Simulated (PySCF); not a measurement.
# CH4: calculation and literature

Cartesian coordinates in Å; atom numbers follow the order of the lines, from 1:
```xyz
5

C     0.000    0.000    0.000
H    -0.716   -0.286   -0.782
H     0.118    1.092    0.007
H    -0.372   -0.335    0.977
H     0.971   -0.471   -0.203
```

Measured values that the calculation should reproduce: σ 13C C1 195.0; σ 1H H2/H3/H4/H5 30.80 ppm (measured; gas; G. L. Stoychev, PhD thesis, Univ. Bonn 2021 (Stoychev, Auer, Izsak, Neese, JCTC 2018, 14, 619)).
δ 1H H2/H3/H4/H5 0.18 ppm (measured; solution, D2O, 298 K; Fulmer et al., Organometallics 2010, 29, 2176).
δ 13C C1 -5.9; δ 1H H2/H3/H4/H5 0.18 ppm (measured; solution, TFE-d3, 298 K; Fulmer et al., Organometallics 2010, 29, 2176).
δ 13C C1 -5.3; δ 1H H2/H3/H4/H5 0.17 ppm (measured; solution, acetone-d6, 298 K; Fulmer et al., Organometallics 2010, 29, 2176). Coupling constants: 1J(C1,H2) 125.3 Hz, 1J(C1,H2) 120.0 Hz, 1J(C1,H2) 125.0 Hz, 2J(H2,H3) -12.4 Hz.

No solvent, equivalent nuclei averaged, no relativistic terms, a single conformation. J: B3LYP/pcJ-1; shielding tensors at HF/pcSseg-2 (GIAO); PBE0-D3(BJ)/def2-SVP structure; PySCF 2.14.0 with density-fitted response routines.

Question: Set the calculated values beside the experiment.

Answer: 
Reference values: measured (gas; G. L. Stoychev, PhD thesis, Univ. Bonn 2021 (Stoychev, Auer, Izsak, Neese, JCTC 2018, 14, 619)).
| atoms | quantity | reference | computed |
| --- | --- | --- | --- |
| C1 | σ 13C | 195.0 | 192.5 |
| H2/H3/H4/H5 | σ 1H | 30.80 | 31.15 |

Reference values: measured (solution, D2O, 298 K; Fulmer et al., Organometallics 2010, 29, 2176).
| atoms | quantity | reference | computed |
| --- | --- | --- | --- |
| H2/H3/H4/H5 | δ 1H | 0.18 | 0.53 |

Reference values: measured (solution, TFE-d3, 298 K; Fulmer et al., Organometallics 2010, 29, 2176).
```
      atoms  quantity  reference  computed
         C1     δ 13C       -5.9      -1.0
H2/H3/H4/H5      δ 1H       0.18      0.53
```

Reference values: measured (solution, acetone-d6, 298 K; Fulmer et al., Organometallics 2010, 29, 2176).
```json
{"atoms": "C1", "quantity": "δ 13C", "reference": "-5.3", "computed": "-1.0"}
{"atoms": "H2/H3/H4/H5", "quantity": "δ 1H", "reference": "0.17", "computed": "0.53"}
```

Absolute shieldings are compared as such; zero-point and thermal motion, absent here, lowers them by some tenths of a ppm for H, a few ppm for C and up to about 10 ppm for F.

Computed shifts are σ(ref) − σ with the named reference compound (TMS for H and C) calculated as an isolated molecule at the same level.

Coupling constants in Hz:
```tsv
coupling	reference	computed	source
1J(C1,H2)	125.3	134.4	measured; gas, zero-density limit; Jackowski, Slowinski, Molecules 2023, 28, 1499
1J(C1,H2)	120.0	134.4	experiment minus calculated vibrational correction (empirical equilibrium); gas (equilibrium); T. W. Keal, PhD thesis, Durham 2005 (values of Ruden, Lutnaes, Helgaker, Ruud 2003)
1J(C1,H2)	125.0	134.4	measured; liquid or solution (compiled); San Fabian, Garcia de la Vega, Suardiaz et al., Magn. Reson. Chem. 2013, 51, 775 (SI)
2J(H2,H3)	-12.4	-13.2	measured; UCL NMR lecture notes, Spin-Spin Coupling (L3_3_97)
```

Question: How far are the unscaled 1H shifts from the references?

Answer: Mean signed difference +0.35 ppm, mean absolute 0.35 ppm over 3 comparisons; the largest is +0.36 ppm at H2/H3/H4/H5 (hydrogen on a methane carbon).

Question: How far are the unscaled 13C shifts from the references?

Answer: Mean signed difference +4.60 ppm, mean absolute 4.60 ppm over 2 comparisons; the largest is +4.9 ppm at C1 (methane carbon).

11 of the 54 published NMR values on file for this molecule are compared. The rest: values from further sources, protons in aromatic solvents, values whose atom or origin is in doubt, other calculations.
